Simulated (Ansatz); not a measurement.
in.yaml

```yaml
crystal:
  periodic: [false, false, false]
  atoms:
    - {symbol: Sn, position_ang: [0.000000, -0.018486, 0.007045]}
    - {symbol: H, position_ang: [0.000000, 1.333806, -2.319495]}
    - {symbol: H, position_ang: [0.000000, 0.843358, 1.489798]}
basis:
  gaussian: {orbitals: def2-SVP}
magnetization: {spin_polarized: true, initial_magnetization: 2}
correlation: {method: ccsdt_q_b, electrons: outside_noble_gas}
accuracy: high
scf: {lower_state_search: full}
```

```sh
$ ansatz run in.yaml --threads 1 --pin off --events-out ev --progress --plain --max-ram 2393MiB
```

Roughly how long does this take on 1 thread of Intel Xeon Platinum 8259CL, shared host, and how much host memory?

13 s wall and 0.17 GiB.

```
801 factors; integrals over basis functions are off by at most 2.9e-9 eV
mean field evaluation 1: about -5832.8948 eV, gradient 5.7e0 eV
mean field evaluation 2: about -5832.9239 eV, gradient 5.7e0 eV
mean field evaluation 4: about -5833.8231 eV, gradient 2.1e0 eV
mean field evaluation 8: about -5834.0566 eV, gradient 2.2e-1 eV
mean field evaluation 16: about -5834.0604 eV, gradient 1.5e-6 eV
mean field evaluation 32: about -5833.4702 eV, gradient 8.9e-3 eV
mean field evaluation 64: about -5833.4700 eV, gradient 9.0e-2 eV
mean field evaluation 96: about -5831.6649 eV, gradient 7.6e0 eV
mean field evaluation 128: about -5833.4702 eV, gradient 2.1e-8 eV
mean field evaluation 160: about -5834.0604 eV, gradient 9.2e-7 eV
...
cycle  26  -2.14361831 eV  change   -1.6e-7 eV  update   1.2e-7
cycle  27  -2.14361819 eV  change    1.2e-7 eV  update   6.5e-8
cycle  28  -2.14361815 eV  change    3.4e-8 eV  update   3.6e-8
cycle  29  -2.14361813 eV  change    2.2e-8 eV  update   3.1e-8
cycle  30  -2.14361808 eV  change    5.1e-8 eV  update   1.9e-8
cycle  31  -2.14361806 eV  change    2.1e-8 eV  update   8.2e-9
cycle  32  -2.14361806 eV  change   -1.6e-9 eV  update   4.1e-9
cycle  33  -2.14361806 eV  change   -3.0e-9 eV  update   2.0e-9
cycle  34  -2.14361806 eV  change  -8.7e-10 eV  update   1.0e-9
cycle  35  -2.14361807 eV  change  -2.9e-10 eV  update  5.4e-10
perturbative correction -0.00190953 eV, -0.0000701738 hartree
Total energy: -5836.20595826 eV, -214.4766130436 hartree
```
